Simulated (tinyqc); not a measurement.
UKS/LDA (PW92) in the sto-3g basis, for LiH, spin multiplicity 3, step by step. Computed by tinyqc, a small Python program that keeps every step (integrals from PySCF). Settings: charge = 0, multiplicity = 3, basis = sto-3g, energy threshold = 1e-09, iteration cap = 60, orthogonalisation = symmetric, start = Wolfsberg-Helmholz matrix, DIIS depth = 4, shift = 1.0, method = UKS, functional = lda,pw, grid = [15, 14]. Command: `OMP_NUM_THREADS=1 python tinyqc.py 29904 29905 out.jsonl` (the two numbers bound the seeds that draw the settings). One thread of a shared host (Intel(R) Xeon(R) Processor @ 2.60GHz), about 0.8 s of CPU time with the checks.

Geometry (angstrom):
```
atom         x         y         z
Li    0.000000  0.000000  0.000000
H     0.000000  0.000000  2.666000
```

Stop when the energy changes by less than 1e-09 hartree and every element of the error matrix X^T (F D S - S D F) X (for each spin) is below 9e-06.

Course of the cycle:
```
iteration  E (hartree)     change  largest element of the error matrix
1          -7.53617031          -                             1.66e-01
2          -7.58210897  -4.59e-02                             1.12e-01
3          -7.59657265  -1.45e-02                             8.40e-02
4          -7.60466000  -8.09e-03                             6.34e-02
5          -7.60951827  -4.86e-03                             4.74e-02
6          -7.61229606  -2.78e-03                             3.54e-02
7          -7.61387194  -1.58e-03                             2.65e-02
8          -7.61478682  -9.15e-04                             1.99e-02
9          -7.61531574  -5.29e-04                             1.49e-02
10         -7.61561674  -3.01e-04                             1.12e-02
11         -7.61579053  -1.74e-04                             8.38e-03
12         -7.61589022  -9.97e-05                             6.31e-03
13         -7.61594817  -5.79e-05                             4.75e-03
14         -7.61598181  -3.36e-05                             3.58e-03
...                ...        ...                                  ...
47         -7.61603887   1.79e-06                             4.78e-04
48         -7.61603917  -3.09e-07                             4.78e-04
49         -7.61603938  -2.02e-07                             4.78e-04
50         -7.61603985  -4.77e-07                             4.79e-04
51         -7.61604032  -4.67e-07                             4.79e-04
52         -7.61604078  -4.59e-07                             4.79e-04
53         -7.61604118  -4.01e-07                             4.79e-04
54         -7.61604144  -2.57e-07                             4.79e-04
55         -7.61604196  -5.19e-07                             4.79e-04
56         -7.61604235  -3.97e-07                             4.80e-04
57         -7.61604276  -4.03e-07                             4.80e-04
58         -7.61604654  -3.79e-06                             4.79e-04
59         -7.61604721  -6.64e-07                             4.79e-04
60         -7.61604633   8.76e-07                             4.79e-04
```

Can the last value be used, and what does the course show?

Not by the stop rule, although the second column moves by less than 1e-06 over the last three steps. Not converged within the cap of 60 iterations: the residual has stopped falling. Reruns (cap 100 unless said): DIIS 8: converged in 6; damping 0.5: not converged; level shift 0.5: not converged; atomic densities as start, DIIS 8: converged in 7; the original settings with a cap of 400: converged in 181. PySCF UKS in the same basis, fine grid, after a stability check = -7.66386933 hartree, which differs from a converged run on this coarse grid by the grid error.
